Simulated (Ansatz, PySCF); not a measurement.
Molecule: C₃H₅, charge 0, multiplicity 2. It need not be the lowest isomer of its formula. SMILES: C=[C]C
Geometry: optimised at B3LYP-D3(BJ)/def2-TZVP (Ansatz, a program for electronic structure).

Wanted: atomisation energy (electronic, to ground-state atoms), in eV. Cores are frozen in the correlated levels unless marked. Open shells are spin-unrestricted. No spin-orbit coupling. No relativistic terms. The coupled-cluster limit lacks core correlation, which all-electron functionals hold. CBS marks a two-point X^-3 extrapolation of the correlation energy; Hartree-Fock from the larger set. [CCSD(T)-MP2]/basis is that difference in the basis named.

The UHF reference is spin-contaminated (<S^2> 0.16 over the pure value in the largest basis). 

```json
[
 {"level": "revPBE-D4/def2-TZVPD", "program": "Ansatz + dftd4", "atomisation energy (eV)": "___"},
 {"level": "TPSS-D3(BJ)/def2-TZVPD", "program": "PySCF + dftd3", "atomisation energy (eV)": "___"},
 {"level": "r2SCAN-D4/def2-TZVPD", "program": "Ansatz + dftd4", "atomisation energy (eV)": "32.62"},
 {"level": "PBE0-D4/def2-TZVPD", "program": "Ansatz + dftd4", "atomisation energy (eV)": "32.71"},
 {"level": "PBE0/def2-TZVPD", "program": "Ansatz", "atomisation energy (eV)": "32.63"},
 {"level": "HSE06/def2-TZVPD", "program": "Ansatz", "atomisation energy (eV)": "___"},
 {"level": "wB97M-V/def2-TZVPD", "program": "Ansatz", "atomisation energy (eV)": "___"},
 {"level": "B2PLYP-D4/def2-TZVPD", "program": "Ansatz + dftd4", "atomisation energy (eV)": "32.11"},
 {"level": "CCSD/STO-3G", "program": "Ansatz", "atomisation energy (eV)": "33.35"},
 {"level": "RI-MP2/CBS(cc-pVTZ,cc-pVQZ)+[CCSD(T)-MP2]/cc-pVTZ", "program": "Ansatz", "atomisation energy (eV)": "32.25"}
]
```

Question: Fill in the missing entries.

Answer: 
- revPBE-D4/def2-TZVPD, atomisation energy (eV): 32.49
- TPSS-D3(BJ)/def2-TZVPD, atomisation energy (eV): 32.84
- HSE06/def2-TZVPD, atomisation energy (eV): 32.67
- wB97M-V/def2-TZVPD, atomisation energy (eV): 32.36
